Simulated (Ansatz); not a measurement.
Results of r²SCAN (plane waves, PAW; Ansatz, a program for electronic structure) for CaB6-type LaB6.

Run with plane-wave cutoff 500 eV, 10×10×10 k mesh, Fermi–Dirac smearing 0.05 eV, scalar-relativistic PAW data made under PBE.

Computed at the level's own relaxed cell.

Problem. Predict the volume per atom and equilibrium lattice constant a.

Solution. 
- volume per atom: 10.23 Å³/atom
- equilibrium lattice constant a: 4.153 Å

Measured, for comparison: equilibrium volume per atom 10.26 Å³/atom, lattice constant a 4.157 Å (296 K, no zero-point or thermal correction; as tabulated in Tsubota and Kitagawa (2017), doi:10.1038/s41598-017-15766-y). Computed (rounded) less measured: equilibrium volume per atom -0.3 %, lattice constant a -0.1 %.

Spin–orbit coupling is not included.

Static lattice: no zero-point or thermal effects.

Computing time: roughly 40 core-seconds.
